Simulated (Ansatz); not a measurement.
# BH3 (triplet): wave-function methods side by side at distance B1–H4 = 2.016 Å, cc-pVDZ

How much of the correlation energy of BH3 (triplet) does each wave-function method recover here?

Computed with Ansatz 0.2.0, Gaussian basis. Level: cc-pVDZ, core rule «outside noble gas», up to 1 orbitals frozen.

The runs, in order: UHF; CCSD(T) on ROHF; CCSD(T) on UHF; BCCD(T) on ROHF; CISD; CCSDT(Q) on ROHF; CCSDT(Q) on UHF; CASSCF and MRCISD+Q, 4 electrons in 4 orbitals; CASSCF and NEVPT2, 4 electrons in 4 orbitals; CASSCF and MRCISD+Q, 6 electrons in 7 orbitals; CASSCF and NEVPT2, 6 electrons in 7 orbitals; Full CI.

18 further runs of the same task are left out: 14 that didn't finish, 4 set aside as unsound or not needed.

## Step 1: The system

The geometry derives from a PBE0/def2-TZVP stationary point (not a proven minimum). One bond is set to the value named and the two fragments are kept rigid.

4 atoms, charge 0, spin multiplicity 3.

Atoms are counted from 1 here; the program's logs count them from 0.

Bond lengths: B1–H2 1.281 Å, B1–H3 1.186 Å. Angles: H2–B1–H3 117.7°.

## Step 2: UHF

The input, in.yaml:

```yaml
crystal:
  periodic: [false, false, false]
  atoms:
    - {symbol: B, position_ang: [-0.132707, 0.022550, 0.134244]}
    - {symbol: H, position_ang: [0.293603, 0.561628, -0.946695]}
    - {symbol: H, position_ang: [0.591672, 0.022494, 1.073814]}
    - {symbol: H, position_ang: [0.538115, -0.825986, -1.567003]}
basis:
  gaussian: {orbitals: cc-pVDZ}
magnetization: {spin_polarized: true, initial_magnetization: 2}
hamiltonian: {xc: hf}
output: {orbitals: {seedname: orbitals}}
```

Command:

```sh
$ ansatz run in.yaml --threads 1 --pin off --events-out ev --progress --plain --max-ram 2393MiB
```

The runs that follow: CCSD(T) on ROHF; CCSD(T) on UHF; BCCD(T) on ROHF; CISD; CCSDT(Q) on ROHF; CCSDT(Q) on UHF; CASSCF and MRCISD+Q, 4 electrons in 4 orbitals; CASSCF and NEVPT2, 4 electrons in 4 orbitals; CASSCF and MRCISD+Q, 6 electrons in 7 orbitals; CASSCF and NEVPT2, 6 electrons in 7 orbitals; Full CI.

Before running them: what should the planned runs give, taken together? Wanted: FCI below the RHF energy; RMP2 from FCI; UMP2 from FCI; RCCSD from FCI; RCCSD(T) from FCI; UCCSD(T) from FCI; RCCSDT(Q) from FCI; UCCSDT(Q) from FCI; NEVPT2 pair from FCI.

The runs gave:

| quantity | value |
| --- | --- |
| FCI below the RHF energy | -2.7945 eV |
| RMP2 from FCI | +734.0 meV |
| UMP2 from FCI | +705.3 meV |
| RCCSD from FCI | +72.4 meV |
| RCCSD(T) from FCI | +21.3 meV |
| UCCSD(T) from FCI | +21.3 meV |
| RCCSDT(Q) from FCI | +0.2 meV |
| UCCSDT(Q) from FCI | 0.0 meV |
| NEVPT2 pair from FCI | +724.5 meV |
| MRCISD+Q pair from FCI | +43.9 meV |
| NEVPT2 valence from FCI | +479.6 meV |
| levels within 1 kcal/mol (43 meV) | RCCSD(T), UCCSD(T), BCCD(T), RCCSDT, UCCSDT, RCCSDT(Q), UCCSDT(Q), MRCISD+Q valence |
| T1 diagnostic | 0.040 |
| effectively unpaired electrons | 2.03 |

**Reading.** RCCSD(T) lands +21.3 meV from the yardstick (0.8 % of the correlation energy). The occupations are near whole numbers, but T1 = 0.040 shows that the orbitals relax strongly. Of the multireference levels listed MRCISD+Q valence comes nearest in total energy (+10.3 meV), which doesn't show that its space is the better one. These misses are within one basis, not against nature; the frozen cores of restricted and unrestricted runs differ, which can shift their rows.
